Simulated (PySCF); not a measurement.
Molecule: SMILES CP(C)(C)=N, C₃H₁₀NP.

Molfile (atoms numbered from 1):
```
C3H10NP
     RDKit          3D

 15 14  0  0  0  0  0  0  0  0999 V2000
   -0.5728    1.1384   -1.1681 C   0  0  0  0  0  0  0  0  0  0  0  0
   -0.2089    0.2112    0.3427 P   0  0  0  0  0  5  0  0  0  0  0  0
   -0.7185   -1.5109   -0.0319 C   0  0  0  0  0  0  0  0  0  0  0  0
    1.6215    0.0791    0.3672 C   0  0  0  0  0  0  0  0  0  0  0  0
   -0.9144    0.9519    1.5345 N   0  0  0  0  0  0  0  0  0  0  0  0
   -0.1393    0.6619   -2.0586 H   0  0  0  0  0  0  0  0  0  0  0  0
   -0.1701    2.1547   -1.0543 H   0  0  0  0  0  0  0  0  0  0  0  0
   -1.6643    1.2109   -1.2722 H   0  0  0  0  0  0  0  0  0  0  0  0
   -0.4789   -2.1516    0.8302 H   0  0  0  0  0  0  0  0  0  0  0  0
   -0.2207   -1.9145   -0.9268 H   0  0  0  0  0  0  0  0  0  0  0  0
   -1.8086   -1.5231   -0.1774 H   0  0  0  0  0  0  0  0  0  0  0  0
    2.0307   -0.3550   -0.5580 H   0  0  0  0  0  0  0  0  0  0  0  0
    2.0366    1.0866    0.5191 H   0  0  0  0  0  0  0  0  0  0  0  0
    1.9242   -0.5460    1.2211 H   0  0  0  0  0  0  0  0  0  0  0  0
   -0.8039    0.4984    2.4400 H   0  0  0  0  0  0  0  0  0  0  0  0
  1  2  1  0
  2  3  1  0
  2  4  1  0
  2  5  2  0
  1  6  1  0
  1  7  1  0
  1  8  1  0
  3  9  1  0
  3 10  1  0
  3 11  1  0
  4 12  1  0
  4 13  1  0
  4 14  1  0
  5 15  1  0
M  END
```

Geometry PBE0-D3(BJ)/def2-SVP throughout; GIAO in PySCF, gas phase, one conformer, non-relativistic; equivalent atoms averaged; functional PBE0.

**Question.** How do the shifts δ (against TMS, H3PO4, NH3 at the same level) depend on the basis set? (ppm; last column core-seconds on 1 thread of an Arm Neoverse V1, shared host)

**Answer.** 
```
  basis set  functions  C1/C3/C4     P2    N5  H6/H7/H8/H9/H10/H11/H12/H13/H14    H15  core-s
   pcSseg-0         69      23.3  -97.2  46.2                             1.25  -0.97     5.5
    cc-pVDZ        124      20.3  -14.3  41.5                             1.07  -0.68      11
aug-cc-pVDZ        209      21.9  -30.8  41.6                             1.23  -0.74      22
   IGLO-III        284      21.8  -10.8  45.6                             1.20  -0.68      34
    cc-pVTZ        294      21.1  -25.3  46.5                             1.19  -0.75      37
   pcSseg-2        327      21.7  -14.1  46.9                             1.19  -0.53      48
```

**Question.** Which nucleus moves most, in ppm?

**Answer.** P2 (phosphorus bonded to 3 C, N): from -97.2 ppm with pcSseg-0 to -10.8 ppm with IGLO-III. The smallest spread is 0.18 ppm, at H6/H7/H8/H9/H10/H11/H12/H13/H14. Proton shifts span only some 12 ppm, so a few tenths of a ppm matter as much there as several ppm in carbon.

**Question.** Taking the largest basis, pcSseg-2 (327 functions), as the yardstick, rank the others by their worst heavy-atom deviation.

**Answer.** IGLO-III 3.3 ppm (284 functions), cc-pVDZ 5.3 ppm (124 functions), cc-pVTZ 11.2 ppm (294 functions), aug-cc-pVDZ 16.6 ppm (209 functions), pcSseg-0 83.1 ppm (69 functions).

A small basis that lands close on one nucleus may do so by chance; judge by the trend and by all nuclei.
